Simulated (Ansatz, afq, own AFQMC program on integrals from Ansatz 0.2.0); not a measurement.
# Cu⁺, singlet: AFQMC among the cluster methods

A free Cu cation.

Basis def2-SVP. Only valence electrons are correlated. Ansatz 0.2.0 and our own AFQMC program on the same integrals; the CISD trial comes from CCSD amplitudes, and released means the phaseless constraint is let go. ± is one standard error of the sampling. The metal's outer-core s and p shells are frozen, which shifts wave-function levels against functionals.

Determinant: RHF, the one that the program's search chose, which needn't be the lowest solution.

Full CI on the same integrals is exact in this basis and with this determinant's frozen core.

Cautions: no relativity below Rb; outer-core shells of the metal frozen.

The T1 diagnostic is 0.0093. The weight of the determinant in the CISD state is 0.960 and the size of the correlated space is 10 electrons in 22 orbitals.

| level | correlation energy (eV) |
| --- | --- |
| MP2 | -7.3232 |
| CCSD | -6.4885 |
| CCSD(T) | -6.7482 |

(1) Estimate where phaseless AFQMC with a CISD trial lies against CCSD(T) on the same integrals.

(1) 4.2 ± 0.1 kJ/mol above CCSD(T).

Reference: full CI, correlation energy -6.694 eV. The released energy is read at 1.20 1/Eh, later times being too noisy (meV from the phaseless value at times in 1/Eh: -8.9 ± 2.0 at 0.60, -4 ± 3 at 1.20, 14 ± 8 at 2.00, 3 ± 17 at 3.00, -1 ± 19 at 4.20).

```csv
level,E − E(reference) (kJ/mol),share of correlation (%)
CCSD(T),-5.3,100.82
CCSDT,-2.6,100.41
CCSDT(Q),1.4,99.79
CCSDTQ,-0.3,100.05
ph-AFQMC/CISD,-1.1 ± 0.1,100.17
released AFQMC,-1.5 ± 0.3,100.24
```

CCSDT and higher add their correlation energy to the determinant of the CCSD(T) run, since their own runs factorise the integrals more tightly (a shift of under 2 meV). A walk keeps the symmetry of its determinant, which the program's search chose and which needn't be the lowest solution, so a lower state of the same spin and another symmetry isn't excluded. Released energies are given only where the last usable release times agree within the noise; a slower fall can still hide under it.
